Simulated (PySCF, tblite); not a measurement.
A complex of 2 × hydrogen fluoride

A gas-phase complex of 2 × hydrogen fluoride; neutral, singlet. The structure comes from a short search (6 tight-binding starts) and was relaxed by PBE0-D3(BJ)/def2-TZVPD; another way of binding may lie lower. Frequencies by PBE0-D3(BJ)/def2-TZVPD show no clear imaginary mode.

```csv
part,name,SMILES,atoms,charge,multiplicity
1,hydrogen fluoride,F,1–2,0,1
2,hydrogen fluoride,F,3–4,0,1
```

```xyz
4

F     0.333    0.098    0.034
H    -0.577   -0.043   -0.082
F    -2.323   -0.074   -0.522
H    -2.541    0.556   -1.163
```
(Å; atoms numbered from 1)

```csv
contact,kind (by geometry),distance (Å),angle (°)
H2···F3,hydrogen bond,1.800,170
```

Interaction energies are complex less parts, with the parts frozen as they stand in it; counterpoise-corrected, in kcal/mol (PySCF). The CCSD(T) estimate is Hartree-Fock/aug-cc-pVQZ, plus the MP2 correlation part extrapolated as X⁻³ from aug-cc-pVTZ and aug-cc-pVQZ, plus CCSD(T) less MP2 in aug-cc-pVDZ; noble-gas cores are frozen. It isn't the exact limit.

(1) Give the interaction energy at each level run.

(2) What holds them together? Decompose the MP2/aug-cc-pVQZ energy: frozen parts, their antisymmetrised product, then relaxation.

The parts were also relaxed and run alone, at the levels used for the complex: shieldings by PBE0/pcSseg-3; core levels by delta-SCF with SCAN, pcX-2 on the ionised atom and pcseg-1 elsewhere, spin-free X2C.

(3) What does binding change?

## Answers

(1) 
| level | interaction | superposition error removed |
| --- | --- | --- |
| Hartree-Fock/aug-cc-pVQZ | -3.79 | - |
| MP2/aug-cc-pVQZ | -4.42 | -0.27 |
| CCSD(T), estimated basis limit | -4.55 | - |

(2) electrostatic -7.2, Pauli repulsion +5.8, orbital relaxation -2.5, correlation -0.8 kcal/mol, which sum to the value before the counterpoise correction, the first three by Hartree-Fock. Of the attraction, 68 % is electrostatic, 24 % is orbital relaxation, 8 % is correlation.

(3) 
```tsv
property	alone	in the complex	change
F1–H2 bond (Å)	0.921	0.929	+0.008
shielding of H2 (ppm)	29.07	26.53	-2.54
shielding of F3 (ppm)	410.6	399.7	-10.9
shielding of F1 (ppm)	410.6	409.5	-1.1
F1 1s core level (eV)	694.11	693.13	-0.99
F3 1s core level (eV)	694.11	695.23	+1.12
```
